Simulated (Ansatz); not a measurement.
**A relaxation, step by step**

MgSiH3 (SMILES [MgH][SiH2]), doublet, PBE0-D4/def2-mTZVP (Ansatz 0.2.0). Settings:

```yaml
hamiltonian: {xc: pbe0, dispersion: d4}
relax: {f_tol: 0.002, max_steps: 30, max_displacement: 0.2}
```

Start (the SMILES describes the start alone):

```xyz
5
angstrom
Mg 0.0912 -0.9447 1.1410
Si -0.6578 1.0646 -0.2889
H 1.2056 -2.2592 1.2055
H -1.2682 0.6260 -1.3458
H 0.6071 1.6771 -0.6711
```

| step | energy less the last (meV) | largest force component (eV/Å) |
| --- | --- | --- |
| 1 | 797.8 | 5.076 |
| 2 | 219.5 | 1.140 |
| 3 | 82.5 | 0.387 |
| 4 | 32.4 | 0.173 |
| 5 | 0.9 | 0.059 |
| 6 | 0.1 | 0.010 |
| 7 | 0.1 | 0.020 |
| 8 | 0.0 | 0.001 |

Step 2, positions (Å) and forces (eV/Å):

| atom | x | y | z | Fx | Fy | Fz |
| --- | --- | --- | --- | --- | --- | --- |
| Mg1 | 0.177 | -0.982 | 1.095 | 0.246 | -0.263 | -0.189 |
| Si2 | -0.627 | 0.983 | -0.251 | 0.657 | 0.262 | 1.140 |
| H3 | 1.213 | -2.333 | 1.340 | -0.132 | 0.002 | 0.240 |
| H4 | -1.369 | 0.757 | -1.449 | -0.807 | -0.191 | -1.139 |
| H5 | 0.584 | 1.738 | -0.695 | 0.037 | 0.191 | -0.052 |

Step 3, positions (Å) and forces (eV/Å):

```
atom       x       y       z      Fx      Fy      Fz
 Mg1   0.259  -1.066   1.002   0.260  -0.304  -0.091
 Si2  -0.576   0.932  -0.272   0.087   0.384  -0.387
  H3   1.214  -2.411   1.516  -0.178   0.102   0.107
  H4  -1.472   0.868  -1.486   0.063  -0.067   0.243
  H5   0.553   1.842  -0.719  -0.232  -0.115   0.128
```

Step 4, positions (Å) and forces (eV/Å):

```json
{"atom": "Mg1", "x": "0.367", "y": "-1.100", "z": "0.838", "Fx": "0.048", "Fy": "-0.034", "Fz": "0.095"}
{"atom": "Si2", "x": "-0.551", "y": "0.987", "z": "-0.253", "Fx": "0.114", "Fy": "-0.047", "Fz": "-0.168"}
{"atom": "H3", "x": "1.108", "y": "-2.427", "z": "1.610", "Fx": "-0.006", "Fy": "-0.078", "Fz": "0.039"}
{"atom": "H4", "x": "-1.472", "y": "0.780", "z": "-1.422", "Fx": "0.017", "Fy": "0.128", "Fz": "0.042"}
{"atom": "H5", "x": "0.526", "y": "1.924", "z": "-0.732", "Fx": "-0.173", "Fy": "0.031", "Fz": "-0.008"}
```

Last step (8):

```xyz
5
angstrom
Mg 0.4639 -1.1347 0.8272
Si -0.4492 0.9191 -0.3399
H 1.0395 -2.4942 1.6894
H -1.5142 0.8225 -1.3855
H 0.4379 2.0510 -0.7505
```

Hardware: 2 CPU threads of an AMD EPYC 7B13, shared host. Wall time about 7 s.
